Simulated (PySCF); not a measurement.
# Reproducing measurements on C2H3N3

**What was measured.**

From NIST CCCBDB Release 22 (SRD 101), experimental dipoles, for the gas: dipole moment 2.7 ± 0.1 D.

The results are set against them at the end.

Compound: C₂H₃N₃.
SMILES with atom numbers: `[cH:1]1[n:2][cH:3][nH:4][n:5]1` (hydrogens: H6 on C1; H7 on C3; H8 on N4)

Cartesian coordinates in Å at the GFN2-xTB level; atoms count from 1:
```
atom  x, y, z in Å
C1     1.2335   -0.0598   -0.1289
N2     0.4367   -1.1474   -0.0709
C3    -0.7625   -0.6418    0.0607
N4    -0.6897    0.7031    0.0813
N5     0.5888    1.0777   -0.0402
H6     2.2963   -0.1187   -0.2372
H7    -1.6745   -1.1963    0.1414
H8    -1.4195    1.3927    0.1693
```

Runs made with PySCF (gas phase, on this GFN2-xTB geometry; no spin–orbit coupling):

```
        level                                                              job  basis functions  wall time
PBE0/pcSseg-1  shieldings, ring-centre shieldings, charges and field gradients              100      6.7 s
  B3LYP/pcJ-1                      spin–spin couplings from 8 perturbed nuclei              165       17 s
```

Hardware: x86-64 server, one thread, on a shared host.

## Comparison

**Dipole moment.** Measured: 2.7 D (NIST CCCBDB Release 22 (SRD 101), experimental dipoles).

```csv
level,computed (D),computed − measured (D),% (from the printed values)
PBE0/pcSseg-1,2.92,+0.22,+8
B3LYP/pcJ-1,2.92,+0.22,+8
```

The computed dipoles belong to one fixed geometry; measured ones are averaged over vibrations unless marked μe. Magnitudes are compared, not signs.

No measured geometry was used, and the causes of the misses weren't examined.
